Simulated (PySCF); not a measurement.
# Stretching AlSi

Set-up: basis Al x2c-SVPall, Si x2c-SVPall; spin-free X2C with a Gaussian nucleus; PySCF 2.14. Energies in eV from Al + Si in their ground configurations at the same level. State: ⁴Σ⁻ (quartet), unpaired electrons σ ↑, π ↑↑.

```csv
R (Å),UHF-CCSD(T)
2.182,-1.982
2.279,-2.194
2.351,-2.269
2.424,-2.290
2.497,-2.270
2.594,-2.197
2.715,-2.056
2.860,-1.848
```

Put a parabola through the three lowest points of the UHF-CCSD(T) curve and estimate Re, k and ωe (reduced mass 13.74 u; 1 eV/Å² = 0.16022 mdyn/Å; ωe = 1302.8·√(k/μ) cm⁻¹).

Through R = 2.351, 2.424, 2.497 Å the second-order coefficient is 3.85 eV/Å², so Re ≈ 2.425 Å, k ≈ 1.23 mdyn/Å and ωe ≈ 390 cm⁻¹. A polynomial fit of higher order to the unrounded UHF-CCSD(T) energies gives Re = 2.422 Å, k = 1.25 mdyn/Å, ωe = 393 cm⁻¹; anharmonicity and rounding make the difference.

The higher-order fit for each curve: UHF-CCSD(T): Re = 2.422 Å, ωe = 393 cm⁻¹, De = 2.29 eV.

Correlated steps freeze 10 core orbitals. Correlated levels converge slowly with the basis: in double zeta they bind strong bonds too weakly, by up to about 1 eV, and carry superposition errors of some tenths. The state was picked by a PBE0 search and need not be the measured ground state.
